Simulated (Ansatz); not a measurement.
# C3H5NO: one species, many methods

An exercise on one series of results from a longer session: the logs are not shown, and one member is left open.

The runs use Ansatz 0.2.0, Gaussian basis; functionals in def2-TZVPP, the program's frozen cores in correlated methods.

Levels to be run: LDA (SPW92), PBE-D4, revPBE-D4, BLYP-D4, r2SCAN-D4, B97M-V, PBE0-D4, B3LYP-D4, r2SCANh-D4, r2SCAN0-D4, HSE06-D4, BHLYP-D4, CAM-B3LYP-D4, LC-ωPBE, ωB97X-V, ωB97M-V, B2PLYP, PBE-QIDH; CCSD(T)/def2-SVP; CCSD(T)/def2-TZVPP; MP2/def2-QZVPP; extrapolation to the limit; RPA on PBE.

## The relaxed structure

All runs share one geometry, relaxed beforehand with PBE0-D4 in a triple-zeta def2 set.

10 atoms, charge 0, spin multiplicity 1.

Atoms are counted from 1 here; the program's logs count them from 0.

Bond lengths: N1–C2 1.149 Å, C2–C3 1.452 Å, C3–C4 1.532 Å, C3–H6 1.095 Å, C3–H7 1.093 Å, C4–O5 1.403 Å, C4–H8 1.096 Å, C4–H9 1.091 Å, O5–H10 0.960 Å. Angles: N1–C2–C3 178.2°, C2–C3–C4 111.8°, C2–C3–H6 108.5°, C2–C3–H7 109.3°, C4–C3–H6 110.3°, C4–C3–H7 109.4°, H6–C3–H7 107.4°, C3–C4–O5 111.4°, C3–C4–H8 109.7°, C3–C4–H9 109.3°, O5–C4–H8 112.1°, O5–C4–H9 106.6°, H8–C4–H9 107.5°, C4–O5–H10 109.2°.

Set-up of the first run:

Input file in.yaml:

```yaml
crystal:
  periodic: [false, false, false]
  atoms:
    - {symbol: N, position_ang: [-0.651006, -2.742525, 0.554636]}
    - {symbol: C, position_ang: [-0.113578, -1.735646, 0.417918]}
    - {symbol: C, position_ang: [0.524702, -0.444748, 0.232570]}
    - {symbol: C, position_ang: [-0.490345, 0.645671, -0.124029]}
    - {symbol: O, position_ang: [0.127729, 1.899686, -0.243800]}
    - {symbol: H, position_ang: [1.275474, -0.537924, -0.558549]}
    - {symbol: H, position_ang: [1.049786, -0.166283, 1.149923]}
    - {symbol: H, position_ang: [-1.031590, 0.363510, -1.034575]}
    - {symbol: H, position_ang: [-1.223414, 0.733923, 0.679410]}
    - {symbol: H, position_ang: [0.615445, 1.933335, -1.070502]}
basis:
  gaussian: {orbitals: def2-TZVPP}
hamiltonian: {xc: lda}
output: {orbitals: {seedname: orbitals}}
```

Steps of the session up to this table: LDA; PBE-D4 (GGA); revPBE-D4 (GGA); BLYP-D4 (GGA); r2SCAN-D4 (meta-GGA); B97M-V (meta-GGA); PBE0-D4 (hybrid); B3LYP-D4 (hybrid); r2SCANh-D4 (hybrid); r2SCAN0-D4 (hybrid); HSE06-D4 (hybrid); BHLYP-D4 (hybrid); CAM-B3LYP-D4 (range-separated); LC-ωPBE-D4 (range-separated; the results give it without D4); ωB97X-V (range-separated); ωB97M-V (range-separated); B2PLYP (double hybrid); PBE-QIDH (double hybrid).

One of the session's tables, all rows but one given; the rest of the session is left out.

It belongs to the step «Orbital energies across the functionals». 

| functional | HOMO (eV) | LUMO (eV) | gap (eV) |
| --- | --- | --- | --- |
| LDA (SPW92) | ? | ? | ? |
| PBE-D4 | -7.00 | -0.55 | 6.45 |
| revPBE-D4 | -6.93 | -0.47 | 6.46 |
| BLYP-D4 | -6.92 | -0.56 | 6.36 |
| r2SCAN-D4 | -7.36 | -0.14 | 7.23 |
| B97M-V | -7.49 | -0.29 | 7.20 |
| PBE0-D4 | -8.65 | 0.34 | 8.99 |
| B3LYP-D4 | -8.40 | -0.02 | 8.38 |
| r2SCANh-D4 | -7.98 | 0.24 | 8.22 |
| r2SCAN0-D4 | -8.90 | 0.75 | 9.64 |
| HSE06-D4 | -8.24 | -0.03 | 8.21 |
| BHLYP-D4 | -10.19 | 0.97 | 11.15 |
| CAM-B3LYP-D4 | -10.13 | 1.12 | 11.25 |
| LC-ωPBE | -11.47 | 2.47 | 13.93 |
| ωB97X-V | -11.13 | 2.27 | 13.40 |
| ωB97M-V | -11.05 | 1.82 | 12.87 |

Estimate the missing values for LDA (SPW92).

As computed: HOMO (eV): -7.17; LUMO (eV): -0.75; gap (eV): 6.42. In the column «HOMO (eV)» it lies between r2SCAN-D4 (-7.36) and PBE-D4 (-7.00).
